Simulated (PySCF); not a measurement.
From results back to the method.

Species: protonated nitrous oxide, HN2O (charge +1).
Cartesian coordinates in Å at the PBE0-D3(BJ)/def2-TZVP level; atoms count from 1:
```xyz
4
HN2O angstrom
N      1.5626    0.0094   -0.4047
N      0.4857   -0.0618   -0.2067
O     -0.7007   -0.2482    0.1434
H     -1.3098    0.2750   -0.4364
```

The closed-shell ground state was solved 3 times with PySCF (density fitting, gas phase), always in the pcSseg-2 basis (122 functions), with these functionals: B97-2, KT3 and PBE0. Isolated species at its PBE0-D3(BJ)/def2-TZVP geometry, gas phase.

```csv
row,total energy (Eh),HOMO (eV),LUMO (eV)
P,-184.9046,-18.74,-9.36
Q,-184.7675,-19.01,-9.22
R,-187.5397,-17.57,-10.48
```

Which functional belongs to which row?

P = B97-2, Q = PBE0, R = KT3. By rising HOMO–LUMO gap: KT3 (GGA) 7.09 eV; B97-2 (global hybrid, 21 % exact exchange) 9.38 eV; PBE0 (global hybrid, 25 % exact exchange) 9.79 eV. Total energies of different functionals aren't bounds to one another; each is stationary for its own functional.
